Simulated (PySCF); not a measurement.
H2Si, charge -1, multiplicity 2. Atoms are numbered in the order given.

```xyz
3

Si     0.0000     0.0000    -0.1349
H      0.0000     1.1158     0.9442
H      0.0000    -1.1158     0.9442
```
Charge -1, spin multiplicity 2.

Coordinates come from a PBE0-D3(BJ)/def2-TZVPD optimisation. The multiplicity is an assumed one; other spin states were not compared. The isomer is the one that the SMILES or the coordinates give; other isomers of the formula were not compared.

These are PBE0/def2-TZVPD (PySCF) values and carry that method's errors.

Isolated molecule, no solvent. A positive occupied level means that this level leaves the electron formally unbound; only the finite basis holds it.

**Question.** Estimate the frontier levels, dipole moment and polarisability. (Estimate from the structure and the level; the computed values follow.)

**Answer.** 
```json
{
 "α spin, highest occupied and lowest empty level": "0.94 and 4.75 eV",
 "β spin, highest occupied and lowest empty level": "-0.18 and 4.10 eV",
 "dipole_moment_about_the_centre_of_nuclear_charge": "0.27 D",
 "mean_static_polarisability": "73.9 bohr³ (10.96 Å³)",
 "polarisability_principal_values": "65.6, 75.2, 81.1 bohr³",
 "⟨S²⟩": "0.759 (pure state 0.75)"
}
```
